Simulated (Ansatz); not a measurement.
This geometry of AlH5O2 (8 atoms, charge 0, multiplicity 1) is a first-order saddle point.

All numbers below come from RKS revPBE-D4/def2-SVPD in Ansatz.

```xyz
8
Properties=species:S:1:pos:R:3
Al -0.085 0.198 0.020
H 0.042 0.049 1.790
H 1.247 -0.204 -0.740
O -1.702 -0.217 -0.499
H -1.891 -0.912 -1.145
O -0.213 1.971 0.724
H -1.103 2.373 0.709
H -0.128 1.103 1.605
```

**Question.** Which two structures does it join? (They come from a converged band through this point; their orientation in space is the band's.)

**Answer.** Bonds broken: Al1–H2, O6–H8. Bonds formed: H2–H8. AlH5O2 becomes AlH3O2 + H2.

Initial state:

```xyz
8
Properties=species:S:1:pos:R:3
Al 0.064 -0.102 0.248
H 0.302 -0.690 1.722
H 1.210 -0.120 -0.869
O -1.638 -0.074 -0.316
H -1.908 -0.393 -1.188
O -0.296 1.870 0.747
H -1.225 1.822 0.415
H -0.342 2.048 1.705
```

Final state:

```xyz
8
Properties=species:S:1:pos:R:3
Al -0.195 0.633 -0.312
H -0.139 -0.330 2.046
H 1.218 0.045 -0.712
O -1.689 -0.253 -0.452
H -1.738 -1.148 -0.817
O -0.283 2.299 0.170
H -1.125 2.731 0.381
H 0.119 0.384 2.161
```

**Question.** How far does it lie above each of them?

**Answer.** 0.58 eV above the first and 0.88 eV above the second. This is the barrier of this one path; another mechanism may lie lower. The orbitals stay closed-shell, which can raise the energy where a bond breaks towards radicals; this wasn't checked here.

Run time: 120 s on 2 threads of Arm Neoverse V1, on a shared host, peak memory 0.13 GiB.
